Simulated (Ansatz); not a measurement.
This geometry of CH4AlF + H2 (9 atoms, charge 0, multiplicity 1) is a first-order saddle point.

Theory: RKS B3LYP/def2-mTZVP in Ansatz 0.2.0.

```xyz
9
Properties=species:S:1:pos:R:3
Al -0.001 0.393 -0.142
F 0.142 0.117 1.836
C 1.714 -0.013 -0.982
H 1.880 -1.092 -1.056
H 1.770 0.380 -2.002
H 2.557 0.408 -0.429
H -1.411 -0.149 -0.595
H -0.100 1.901 0.638
H 0.030 1.137 1.616
```

**Question.** Which two structures does it join? (They come from a converged band through this point; their orientation in space is the band's.)

**Answer.** Bonds broken: Al1–F2, H8–H9. Bonds formed: Al1–H8, F2–H9. CH4AlF + H2 becomes CH6AlF.

Image 0:

```xyz
9
Properties=species:S:1:pos:R:3
Al 0.028 -0.383 -0.053
F 0.077 -0.785 1.563
C 1.717 -0.153 -0.995
H 2.135 -1.121 -1.293
H 1.607 0.438 -1.908
H 2.472 0.329 -0.369
H -1.414 -0.262 -0.681
H -0.029 2.735 1.015
H -0.012 2.284 1.607
```

Image 8:

```xyz
9
Properties=species:S:1:pos:R:3
Al -0.018 0.585 -0.290
F 0.174 0.101 1.836
C 1.707 -0.021 -1.006
H 1.810 -1.109 -0.964
H 1.817 0.258 -2.060
H 2.561 0.412 -0.479
H -1.363 -0.195 -0.607
H -0.161 2.090 0.262
H 0.054 0.962 2.195
```

**Question.** How far does it lie above each of them?

**Answer.** 37.6 kcal/mol above the first and 1.2 kcal/mol above the second. This is the barrier of this one path; another mechanism may lie lower. The orbitals stay closed-shell, which can raise the energy where a bond breaks towards radicals; this wasn't checked here.

The run took 2.2 min on 2 threads of Intel(R) Xeon(R) Platinum 8259CL CPU @ 2.50GHz (Skylake/Cascade Lake) (shared host), peak memory 0.17 GiB.
